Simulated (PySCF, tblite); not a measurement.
**A complex of beryllium hydride and hydrogen cyanide**

A gas-phase complex of beryllium hydride and hydrogen cyanide; neutral, singlet. The structure comes from a short search (6 tight-binding starts) and was relaxed by PBE0-D3(BJ)/def2-TZVPD; another way of binding may lie lower. Frequencies by PBE0-D3(BJ)/def2-TZVPD show no clear imaginary mode.

```tsv
part	name	SMILES	atoms	charge	multiplicity
1	beryllium hydride	[BeH2]	1–3	0	1
2	hydrogen cyanide	C#N	4–6	0	1
```

| atom | part | x (Å) | y (Å) | z (Å) |
| --- | --- | --- | --- | --- |
| Be1 | 1 | 0.359 | -0.110 | -0.013 |
| H2 | 1 | 0.226 | 0.956 | -0.851 |
| H3 | 1 | -0.368 | -0.821 | 0.895 |
| C4 | 2 | 3.001 | -1.202 | -0.228 |
| N5 | 2 | 1.950 | -0.769 | -0.144 |
| H6 | 2 | 3.986 | -1.611 | -0.306 |

| contact | kind (by geometry) | distance (Å) | angle (°) |
| --- | --- | --- | --- |
| Be1···N5 | bond | 1.727 | - |

The parts are joined by the bond Be1–N5, so these are energies of forming such bonds; deforming the relaxed parts to their shape in the adduct costs 8.4 kcal/mol, which the interaction energies leave out.

Interaction energies are complex less parts, with the parts frozen as they stand in it; counterpoise-corrected, in kcal/mol (PySCF).

**Question.** How strongly do the parts interact, level by level?

**Answer.** 
```
                  level  interaction  superposition error removed
wB97M-D3(BJ)/def2-TZVPD       -20.89                        -0.23
 PBE0-D3(BJ)/def2-TZVPD       -23.63                        -0.24
```

**Question.** What holds them together? Decompose the wB97M-D3(BJ)/def2-TZVPD energy: frozen parts, their antisymmetrised product, then relaxation.

**Answer.** electrostatic -41.0, Pauli repulsion +53.6, orbital relaxation -32.5, dispersion correction -1.2 kcal/mol, which sum to the value before the counterpoise correction; the Pauli term holds the exchange-correlation of the frozen density too. Of the attraction, 55 % is electrostatic, 44 % is orbital relaxation, 2 % is dispersion correction.

The parts were also relaxed and run alone, at the levels used for the complex: shieldings by PBE0/pcSseg-2; core levels by delta-SCF with SCAN, pcX-2 on the ionised atom and pcseg-1 elsewhere, spin-free X2C.

Values alone: shielding of Be1 (ppm): 77.9; shielding of N5 (ppm): -45.8; Be1 1s core level (eV): 121.80.

**Question.** How do these values change when the complex forms?

**Answer.** 
```tsv
property	alone	in the complex	change
shielding of Be1 (ppm)	77.9	86.4	+8.5
shielding of N5 (ppm)	-45.8	10.4	+56.2
Be1 1s core level (eV)	121.80	119.05	-2.75
```

**Question.** What are the binding energy from relaxed parts (wB97M-D3(BJ)/def2-TZVPD), and ΔH and ΔG of association at 298.15 K and 1 atm?

**Answer.** -12.50 kcal/mol, -10.55 with zero-point energy; ΔH -11.4 and ΔG -3.3 kcal/mol, from harmonic vibrations by PBE0-D3(BJ)/def2-TZVPD with low modes damped.
